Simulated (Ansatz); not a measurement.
# NH3 with SiH3Cl: superposition error and deformation, part 2 of 3

Ansatz 0.2.0, Gaussian basis.

### Step 13. CCSD(T)/def2-TZVPPD

The inputs:

a/in.yaml

```yaml
crystal:
  periodic: [false, false, false]
  atoms:
    - {symbol: N, position_ang: [-0.007368, 0.033190, -1.557981]}
    - {symbol: H, position_ang: [0.974848, 0.125650, -1.786756]}
    - {symbol: H, position_ang: [-0.279517, -0.911910, -1.799545]}
    - {symbol: H, position_ang: [-0.522285, 0.663241, -2.160823]}
basis:
  gaussian: {orbitals: "def2-TZVPPD.json"}
correlation: {method: ccsd_t}
```

b/in.yaml

```yaml
crystal:
  periodic: [false, false, false]
  atoms:
    - {symbol: Si, position_ang: [-0.117888, 0.122802, 1.443049]}
    - {symbol: Cl, position_ang: [1.165580, -1.455020, 1.084031]}
    - {symbol: H, position_ang: [0.454559, 1.387126, 0.938254]}
    - {symbol: H, position_ang: [-0.202318, 0.204065, 2.925792]}
    - {symbol: H, position_ang: [-1.465511, -0.169144, 0.914179]}
basis:
  gaussian: {orbitals: "def2-TZVPPD.json"}
correlation: {method: ccsd_t}
```

Each run has its own folder and the same command.

Launch:

```sh
$ ansatz run in.yaml --threads 4 --pin off --events-out ev --progress --plain --max-ram 9574MiB
```

Output in a (excerpt; [...] marks lines left out):

```text
Functional definition: HF
  name "HF"
  cite "Fock, Z. Phys. 61, 126 (1930) doi:10.1007/BF01340294"
  parent pbe
[...]
497 factors; integrals over basis functions are off by at most 9.1e-4 eV
[...]
mean field -1529.87684106 eV, -56.2219369212 hartree, gradient 4.9e-7 eV, S^2 0.000000; 0 other end points of the search recorded, 0 dependent functions left out
1 core orbitals not correlated: weight in the atoms' cores, before any rotation towards them, 1.000 or more for the frozen orbitals, at most 0.000 for the correlated occupied ones
reference -1529.87684106 eV, -56.2219369212 hartree; 4, 4 occupied and 83, 83 virtual orbitals, 497 factors
second order -6.43479211 eV of doubles, -0.00000000 eV of singles
cycle   1  -6.61077505 eV  change   -1.8e-1 eV  update   4.2e-2
[...]
cycle   9  -6.76701144 eV  change    3.0e-6 eV  update   5.7e-6
perturbative correction -0.21601993 eV, -0.0079385860 hartree
Total energy: -1536.85987243 eV, -56.4785585909 hartree
```

Log of b (excerpt; [...] marks lines left out):

```text
[... 4 set-up lines as earlier in the session ...]
[...]
841 factors; integrals over basis functions are off by at most 8.9e-4 eV
[...]
mean field -20415.28101971 eV, -750.2477395000 hartree, gradient 1.4e-6 eV, S^2 0.000000; 0 other end points of the search recorded, 0 dependent functions left out
10 core orbitals not correlated: weight in the atoms' cores, before any rotation towards them, 1.000 or more for the frozen orbitals, at most 0.000 for the correlated occupied ones
reference -20415.28101971 eV, -750.2477395000 hartree; 7, 7 occupied and 133, 133 virtual orbitals, 841 factors
second order -8.77257461 eV of doubles, -0.00000000 eV of singles
cycle   1  -9.51035708 eV  change   -7.4e-1 eV  update   6.2e-2
[...]
cycle   8  -9.80462842 eV  change   -1.3e-5 eV  update   1.4e-5
perturbative correction -0.35704076 eV, -0.0131210058 hartree
Total energy: -20425.44268889 eV, -750.6211739544 hartree
```

Times: 0.4 s (a), 3.5 s (b) on 4 threads of Arm Neoverse V2, shared host; peak memory 0.86 GiB.

### Step 14. Relaxing NH3 alone

relax-a/in.yaml reads:

```yaml
crystal:
  periodic: [false, false, false]
  atoms:
    - {symbol: N, position_ang: [-0.007368, 0.033190, -1.557981]}
    - {symbol: H, position_ang: [0.974848, 0.125650, -1.786756]}
    - {symbol: H, position_ang: [-0.279517, -0.911910, -1.799545]}
    - {symbol: H, position_ang: [-0.522285, 0.663241, -2.160823]}
basis:
  gaussian: {orbitals: def2-TZVP}
hamiltonian: {xc: pbe0, dispersion: d4}
relax: {f_tol: 0.005, max_steps: 200}
```

Launch:

```sh
$ ansatz run in.yaml --threads 4 --pin off --events-out ev --progress --plain --max-ram 9574MiB
```

The log of the run (excerpt; [...] marks lines left out):

```text
[... 5 set-up lines as earlier in the session ...]
[...]
287 factors; their error is unknown
[...]
mean field -1537.79902025 eV, -56.5130716365 hartree, gradient 5.4e-6 eV, S^2 0.000000; 0 other end points of the search recorded, 0 dependent functions left out
[...]
Total energy: -1537.80844348 eV, -56.5134179338 hartree
Atom 0 at    -0.006930     0.032639    -1.554196 Å, force     0.000105    -0.000134     0.000999 eV/Å
Atom 1 at     0.973576     0.127686    -1.788360 Å, force     0.000654     0.000679    -0.000280 eV/Å
Atom 2 at    -0.281272    -0.910229    -1.801171 Å, force    -0.000789    -0.000501    -0.000299 eV/Å
Atom 3 at    -0.519696     0.660075    -2.161379 Å, force     0.000030    -0.000043    -0.000421 eV/Å
Dipole moment:     0.060491    -0.068931    -0.340458 e Å
```

It took 0.65 s on 4 threads of Arm Neoverse V2, shared host.

Step by step:

| step | energy from step 1 (eV) | largest force component (eV/Å) |
| --- | --- | --- |
| 1 | 0.0000 | 0.0362 |
| 2 | -0.0002 | 0.0339 |
| 3 | -0.0003 | 0.0185 |
| 4 | -0.0003 | 0.0010 |

Distances of close pairs at the start and the end, largest changes first:

| bond | before (Å) | after (Å) | change (Å) |
| --- | --- | --- | --- |
| N1–H2 | 1.013 | 1.013 | -0.000 |
| N1–H3 | 1.013 | 1.013 | -0.000 |
| N1–H4 | 1.013 | 1.013 | -0.000 |

### Step 15. Relaxing SiH3Cl alone

relax-b/in.yaml reads:

```yaml
crystal:
  periodic: [false, false, false]
  atoms:
    - {symbol: Si, position_ang: [-0.117888, 0.122802, 1.443049]}
    - {symbol: Cl, position_ang: [1.165580, -1.455020, 1.084031]}
    - {symbol: H, position_ang: [0.454559, 1.387126, 0.938254]}
    - {symbol: H, position_ang: [-0.202318, 0.204065, 2.925792]}
    - {symbol: H, position_ang: [-1.465511, -0.169144, 0.914179]}
basis:
  gaussian: {orbitals: def2-TZVP}
hamiltonian: {xc: pbe0, dispersion: d4}
relax: {f_tol: 0.005, max_steps: 200}
```

Launch:

```sh
$ ansatz run in.yaml --threads 4 --pin off --events-out ev --progress --plain --max-ram 9574MiB
```

The log of the run (excerpt; [...] marks lines left out):

```text
[... 5 set-up lines as earlier in the session ...]
[...]
668 factors; their error is unknown
[...]
mean field -20443.30660994 eV, -751.2776609445 hartree, gradient 1.6e-5 eV, S^2 0.000000; 0 other end points of the search recorded, 0 dependent functions left out
[...]
Atom 1 at     1.153423    -1.439456     1.045091 Å, force     0.000986    -0.001213    -0.000155 eV/Å
Atom 2 at     0.452076     1.358940     0.916924 Å, force    -0.000216     0.002400    -0.000602 eV/Å
Atom 3 at    -0.221591     0.227288     2.961196 Å, force    -0.000666     0.000788     0.002027 eV/Å
Atom 4 at    -1.437066    -0.172318     0.893238 Å, force    -0.002295     0.000716    -0.000626 eV/Å
Dipole moment:    -0.161804     0.198743     0.056717 e Å
```

Run time: 2.2 s. Hardware: 4 threads of Arm Neoverse V2, shared host.

Along the way:

| step | energy from step 1 (eV) | largest force component (eV/Å) |
| --- | --- | --- |
| 1 | 0.0000 | 0.6818 |
| 2 | -0.0219 | 0.2045 |
| 3 | -0.0276 | 0.0467 |
| 4 | -0.0277 | 0.0027 |

Distances of close pairs at the start and the end, largest changes first:

| bond | before (Å) | after (Å) | change (Å) |
| --- | --- | --- | --- |
| Si1–Cl2 | 2.065 | 2.053 | -0.012 |
| Si1–H4 | 1.487 | 1.481 | -0.007 |
| Si1–H5 | 1.477 | 1.481 | +0.004 |
| Si1–H3 | 1.477 | 1.481 | +0.004 |

### Step 16. PBE-D4/def2-TZVPPD

free-a/in.yaml reads:

```yaml
crystal:
  periodic: [false, false, false]
  atoms:
    - {symbol: N, position_ang: [-0.006930, 0.032639, -1.554196]}
    - {symbol: H, position_ang: [0.973576, 0.127686, -1.788360]}
    - {symbol: H, position_ang: [-0.281272, -0.910229, -1.801171]}
    - {symbol: H, position_ang: [-0.519696, 0.660075, -2.161379]}
basis:
  gaussian: {orbitals: "def2-TZVPPD.json"}
hamiltonian: {xc: pbe, dispersion: d4}
```

free-b/in.yaml reads:

```yaml
crystal:
  periodic: [false, false, false]
  atoms:
    - {symbol: Si, position_ang: [-0.112419, 0.115374, 1.488856]}
    - {symbol: Cl, position_ang: [1.153423, -1.439456, 1.045091]}
    - {symbol: H, position_ang: [0.452076, 1.358940, 0.916924]}
    - {symbol: H, position_ang: [-0.221591, 0.227288, 2.961196]}
    - {symbol: H, position_ang: [-1.437066, -0.172318, 0.893238]}
basis:
  gaussian: {orbitals: "def2-TZVPPD.json"}
hamiltonian: {xc: pbe, dispersion: d4}
```

Each run has its own folder and the same command.

Launch:

```sh
$ ansatz run in.yaml --threads 4 --pin off --events-out ev --progress --plain --max-ram 9574MiB
```

Log of free-a (excerpt; [...] marks lines left out):

```text
[... 4 set-up lines as earlier in the session ...]
[...]
356 factors; their error is unknown
[...]
mean field -1537.78622275 eV, -56.5126013373 hartree, gradient 4.1e-5 eV, S^2 0.000000; 0 other end points of the search recorded, 0 dependent functions left out
reference -1537.78624984 eV, -56.5126023328 hartree; 5, 5 occupied and 83, 83 virtual orbitals, 356 factors
Total energy: -1537.79762762 eV, -56.5130204582 hartree
```

Log of free-b (excerpt; [...] marks lines left out):

```text
[... 4 set-up lines as earlier in the session ...]
[...]
806 factors; their error is unknown
[...]
mean field -20441.45334972 eV, -751.2095548875 hartree, gradient 4.0e-5 eV, S^2 0.000000; 0 other end points of the search recorded, 0 dependent functions left out
reference -20441.45339983 eV, -751.2095567291 hartree; 17, 17 occupied and 133, 133 virtual orbitals, 806 factors
Total energy: -20441.52835993 eV, -751.2123114620 hartree
```

Times: 0.2 s (free-a), 0.6 s (free-b) on 4 threads of Arm Neoverse V2, shared host.

### Step 17. r2SCAN-D4/def2-TZVPPD

The same edit goes into each in.yaml of step 16 (free-a, free-b):

```diff
-hamiltonian: {xc: pbe, dispersion: d4}
+hamiltonian: {xc: r2scan, dispersion: d4}
```

The same command starts each run, in its folder.

Launch:

```sh
$ ansatz run in.yaml --threads 4 --pin off --events-out ev --progress --plain --max-ram 9574MiB
```

free-a printed (excerpt; [...] marks lines left out):

```text
[... 5 set-up lines as earlier in the session ...]
[...]
356 factors; their error is unknown
[...]
mean field -1538.79962026 eV, -56.5498430086 hartree, gradient 1.4e-5 eV, S^2 0.000000; 0 other end points of the search recorded, 0 dependent functions left out
reference -1538.79962823 eV, -56.5498433016 hartree; 5, 5 occupied and 83, 83 virtual orbitals, 356 factors
Total energy: -1538.80234114 eV, -56.5499429993 hartree
```

free-b printed (excerpt; [...] marks lines left out):

```text
[... 5 set-up lines as earlier in the session ...]
[...]
806 factors; their error is unknown
[...]
mean field -20449.29714131 eV, -751.4978089117 hartree, gradient 7.8e-5 eV, S^2 0.000000; 0 other end points of the search recorded, 0 dependent functions left out
reference -20449.29715867 eV, -751.4978095496 hartree; 17, 17 occupied and 133, 133 virtual orbitals, 806 factors
Total energy: -20449.31344366 eV, -751.4984080121 hartree
```

Wall times: 0.45 s (free-a), 1.4 s (free-b) on 4 threads of Arm Neoverse V2, shared host.

### Step 18. PBE0-D4/def2-TZVPPD

The same edit goes into each in.yaml of step 17 (free-a, free-b):

```diff
-hamiltonian: {xc: r2scan, dispersion: d4}
+hamiltonian: {xc: pbe0, dispersion: d4}
+output: {orbitals: {seedname: orbitals}}
```

Each run has its own folder and the same command.

Launch:

```sh
$ ansatz run in.yaml --threads 4 --pin off --events-out ev --progress --plain --max-ram 9574MiB
```

free-a printed (excerpt; [...] marks lines left out):

```text
[... 5 set-up lines as earlier in the session ...]
[...]
356 factors; their error is unknown
[...]
mean field -1537.91284674 eV, -56.5172546829 hartree, gradient 3.0e-5 eV, S^2 0.000000; 0 other end points of the search recorded, 0 dependent functions left out
reference -1537.91286660 eV, -56.5172554129 hartree; 5, 5 occupied and 83, 83 virtual orbitals, 356 factors
Total energy: -1537.92198223 eV, -56.5175904061 hartree
```

Output in free-b (excerpt; [...] marks lines left out):

```text
[... 5 set-up lines as earlier in the session ...]
[...]
833 factors; their error is unknown
[...]
mean field -20443.36924315 eV, -751.2799626722 hartree, gradient 4.3e-5 eV, S^2 0.000000; 0 other end points of the search recorded, 0 dependent functions left out
reference -20443.36928118 eV, -751.2799640698 hartree; 17, 17 occupied and 133, 133 virtual orbitals, 833 factors
Total energy: -20443.43159934 eV, -751.2822542203 hartree
```

Times: 0.2 s (free-a), 0.75 s (free-b) on 4 threads of Arm Neoverse V2, shared host.

### Step 19. B3LYP-D4/def2-TZVPPD

Each input of step 18 (free-a, free-b) changes in the same lines:

```diff
-hamiltonian: {xc: pbe0, dispersion: d4}
-output: {orbitals: {seedname: orbitals}}
+hamiltonian: {xc: {name: B3LYP}, dispersion: d4}
```

Each run has its own folder and the same command.

Launch:

```sh
$ ansatz run in.yaml --threads 4 --pin off --events-out ev --progress --plain --max-ram 9574MiB
```

free-a printed (excerpt; [...] marks lines left out):

```text
[... 6 set-up lines as earlier in the session ...]
[...]
356 factors; their error is unknown
[...]
mean field -1539.90013118 eV, -56.5902860392 hartree, gradient 1.2e-5 eV, S^2 0.000000; 0 other end points of the search recorded, 0 dependent functions left out
reference -1539.90029712 eV, -56.5902921372 hartree; 5, 5 occupied and 83, 83 virtual orbitals, 356 factors
Total energy: -1539.91835768 eV, -56.5909558506 hartree
```

free-b printed (excerpt; [...] marks lines left out):

```text
[... 6 set-up lines as earlier in the session ...]
[...]
826 factors; their error is unknown
[...]
mean field -20452.05188973 eV, -751.5990440489 hartree, gradient 6.9e-5 eV, S^2 0.000000; 0 other end points of the search recorded, 0 dependent functions left out
reference -20452.05214039 eV, -751.5990532606 hartree; 17, 17 occupied and 133, 133 virtual orbitals, 826 factors
Total energy: -20452.17523160 eV, -751.6035767789 hartree
```

Wall times: 0.25 s (free-a), 0.9 s (free-b) on 4 threads of Arm Neoverse V2, shared host.

### Step 20. wB97X-V/def2-TZVPPD

Each input of step 19 (free-a, free-b) changes in the same lines:

```diff
-hamiltonian: {xc: {name: B3LYP}, dispersion: d4}
+hamiltonian: {xc: {name: wB97X-V}}
```

Each run has its own folder and the same command.

Launch:

```sh
$ ansatz run in.yaml --threads 4 --pin off --events-out ev --progress --plain --max-ram 9574MiB
```

free-a printed (excerpt; [...] marks lines left out):

```text
[... 5 set-up lines as earlier in the session ...]
[...]
      + integral(e_c_pw_opposite_spin*poly(b97_u_opposite, cos0, cos1)) + vv10(b, c)
356 factors; their error is unknown
117 factors; integrals over basis functions are off by at most 7.3e-6 eV
[...]
mean field -1539.18336656 eV, -56.5639454251 hartree, gradient 2.7e-5 eV, S^2 0.000000; 0 other end points of the search recorded, 0 dependent functions left out
reference -1539.18336523 eV, -56.5639453764 hartree; 5, 5 occupied and 83, 83 virtual orbitals, 356 factors
Total energy: -1539.18336523 eV, -56.5639453764 hartree
```

Output in free-b (excerpt; [...] marks lines left out):

```text
[... 5 set-up lines as earlier in the session ...]
[...]
      + integral(e_c_pw_opposite_spin*poly(b97_u_opposite, cos0, cos1)) + vv10(b, c)
819 factors; their error is unknown
203 factors; integrals over basis functions are off by at most 3.8e-5 eV
[...]
mean field -20447.83036766 eV, -751.4439059744 hartree, gradient 3.1e-5 eV, S^2 0.000000; 0 other end points of the search recorded, 0 dependent functions left out
reference -20447.83036522 eV, -751.4439058845 hartree; 17, 17 occupied and 133, 133 virtual orbitals, 819 factors
Total energy: -20447.83036522 eV, -751.4439058845 hartree
```

Times: 0.55 s (free-a), 2 s (free-b) on 4 threads of Arm Neoverse V2, shared host.

### Step 21. wB97M-V/def2-TZVPPD

Each input of step 20 (free-a, free-b) changes in the same lines:

```diff
-hamiltonian: {xc: {name: wB97X-V}}
+hamiltonian: {xc: {name: wB97M-V}}
```

The same command starts each run, in its folder.

Launch:

```sh
$ ansatz run in.yaml --threads 4 --pin off --events-out ev --progress --plain --max-ram 9574MiB
```

Output in free-a (excerpt; [...] marks lines left out):

```text
[... 5 set-up lines as earlier in the session ...]
  # Of w^i u^j: cxij and so on, Table III.
[...]
  gx(w, u) = 1 - cx + cx01*u + cx10*w
[...]
      + integral(e_c_pw_mod_opposite_spin*gos(b97_w_opposite, b97_u_opposite)) + vv10(b, c)
356 factors; their error is unknown
117 factors; integrals over basis functions are off by at most 7.3e-6 eV
[...]
mean field -1538.88755011 eV, -56.5530743710 hartree, gradient 2.8e-6 eV, S^2 0.000000; 0 other end points of the search recorded, 0 dependent functions left out
reference -1538.88758320 eV, -56.5530755870 hartree; 5, 5 occupied and 83, 83 virtual orbitals, 356 factors
Total energy: -1538.88758320 eV, -56.5530755870 hartree
```

Log of free-b (excerpt; [...] marks lines left out):

```text
[... 5 set-up lines as earlier in the session ...]
  # Of w^i u^j: cxij and so on, Table III.
[...]
  gx(w, u) = 1 - cx + cx01*u + cx10*w
[...]
      + integral(e_c_pw_mod_opposite_spin*gos(b97_w_opposite, b97_u_opposite)) + vv10(b, c)
814 factors; their error is unknown
203 factors; integrals over basis functions are off by at most 3.8e-5 eV
[...]
mean field -20449.44907078 eV, -751.5033922166 hartree, gradient 7.1e-6 eV, S^2 0.000000; 0 other end points of the search recorded, 0 dependent functions left out
reference -20449.44913351 eV, -751.5033945220 hartree; 17, 17 occupied and 133, 133 virtual orbitals, 814 factors
Total energy: -20449.44913351 eV, -751.5033945220 hartree
```

Times: 0.55 s (free-a), 2.4 s (free-b) on 4 threads of Arm Neoverse V2, shared host.

### Step 22. B2PLYP/def2-TZVPPD

The same edit goes into each in.yaml of step 21 (free-a, free-b):

```diff
-hamiltonian: {xc: {name: wB97M-V}}
+hamiltonian: {xc: {name: B2PLYP}}
```

The same command starts each run, in its folder.

Launch:

```sh
$ ansatz run in.yaml --threads 4 --pin off --events-out ev --progress --plain --max-ram 9574MiB
```

free-a printed (excerpt; [...] marks lines left out):

```text
[... 5 set-up lines as earlier in the session ...]
[...]
500 factors; integrals over basis functions are off by at most 6.1e-4 eV
[...]
mean field -1536.41572103 eV, -56.4622363278 hartree, gradient 1.6e-6 eV, S^2 0.000000; 0 other end points of the search recorded, 0 dependent functions left out
1 core orbitals not correlated: weight in the atoms' cores, before any rotation towards them, 1.000 or more for the frozen orbitals, at most 0.000 for the correlated occupied ones
reference -1536.41582462 eV, -56.4622401347 hartree; 4, 4 occupied and 83, 83 virtual orbitals, 500 factors
second order -7.69368052 eV of doubles, -0.00000000 eV of singles
Total energy: -1538.49311836 eV, -56.5385792716 hartree
```

Log of free-b (excerpt; [...] marks lines left out):

```text
[... 5 set-up lines as earlier in the session ...]
[...]
841 factors; integrals over basis functions are off by at most 8.9e-4 eV
[...]
mean field -20441.16028842 eV, -751.1987850834 hartree, gradient 2.2e-6 eV, S^2 0.000000; 0 other end points of the search recorded, 0 dependent functions left out
10 core orbitals not correlated: weight in the atoms' cores, before any rotation towards them, 1.000 or more for the frozen orbitals, at most 0.000 for the correlated occupied ones
reference -20441.16044781 eV, -751.1987909408 hartree; 7, 7 occupied and 133, 133 virtual orbitals, 841 factors
second order -10.69479861 eV of doubles, -0.00000000 eV of singles
Total energy: -20444.04804343 eV, -751.3049081227 hartree
```

Wall times: 0.3 s (free-a), 1.2 s (free-b) on 4 threads of Arm Neoverse V2, shared host.

### Step 23. BLYP-D4/def2-TZVPPD

The same edit goes into each in.yaml of step 22 (free-a, free-b):

```diff
-hamiltonian: {xc: {name: B2PLYP}}
+hamiltonian: {xc: {name: BLYP}, dispersion: d4}
```

The same command starts each run, in its folder.

Launch:

```sh
$ ansatz run in.yaml --threads 4 --pin off --events-out ev --progress --plain --max-ram 9574MiB
```

Log of free-a (excerpt; [...] marks lines left out):

```text
[... 4 set-up lines as earlier in the session ...]
[...]
356 factors; their error is unknown
[...]
mean field -1539.16533753 eV, -56.5632828704 hartree, gradient 2.5e-5 eV, S^2 0.000000; 0 other end points of the search recorded, 0 dependent functions left out
reference -1539.16556711 eV, -56.5632913074 hartree; 5, 5 occupied and 83, 83 virtual orbitals, 356 factors
Total energy: -1539.19301603 eV, -56.5643000366 hartree
```

Log of free-b (excerpt; [...] marks lines left out):

```text
[... 4 set-up lines as earlier in the session ...]
[...]
806 factors; their error is unknown
[...]
mean field -20450.58306243 eV, -751.5450656411 hartree, gradient 6.1e-5 eV, S^2 0.000000; 0 other end points of the search recorded, 0 dependent functions left out
reference -20450.58339122 eV, -751.5450777239 hartree; 17, 17 occupied and 133, 133 virtual orbitals, 806 factors
Total energy: -20450.75132675 eV, -751.5512492411 hartree
```

Wall times: 0.2 s (free-a), 0.7 s (free-b) on 4 threads of Arm Neoverse V2, shared host.

### Step 24. revPBE-D4/def2-TZVPPD

Each input of step 23 (free-a, free-b) changes in the same lines:

```diff
-hamiltonian: {xc: {name: BLYP}, dispersion: d4}
+hamiltonian: {xc: {name: revPBE}, dispersion: d4}
```

Each run has its own folder and the same command.

Launch:

```sh
$ ansatz run in.yaml --threads 4 --pin off --events-out ev --progress --plain --max-ram 9574MiB
```

Output in free-a (excerpt; [...] marks lines left out):

```text
[... 4 set-up lines as earlier in the session ...]
[...]
356 factors; their error is unknown
[...]
mean field -1539.33649089 eV, -56.5695726404 hartree, gradient 5.8e-5 eV, S^2 0.000000; 0 other end points of the search recorded, 0 dependent functions left out
reference -1539.33652480 eV, -56.5695738868 hartree; 5, 5 occupied and 83, 83 virtual orbitals, 356 factors
Total energy: -1539.39095738 eV, -56.5715742471 hartree
```

free-b printed (excerpt; [...] marks lines left out):

```text
[... 4 set-up lines as earlier in the session ...]
[...]
806 factors; their error is unknown
[...]
mean field -20446.93690051 eV, -751.4110716621 hartree, gradient 2.9e-5 eV, S^2 0.000000; 0 other end points of the search recorded, 0 dependent functions left out
reference -20446.93696294 eV, -751.4110739565 hartree; 17, 17 occupied and 133, 133 virtual orbitals, 806 factors
Total energy: -20447.16225329 eV, -751.4193532242 hartree
```

Wall times: 0.2 s (free-a), 0.6 s (free-b) on 4 threads of Arm Neoverse V2, shared host.

(Part 2 of 3 ends here.)
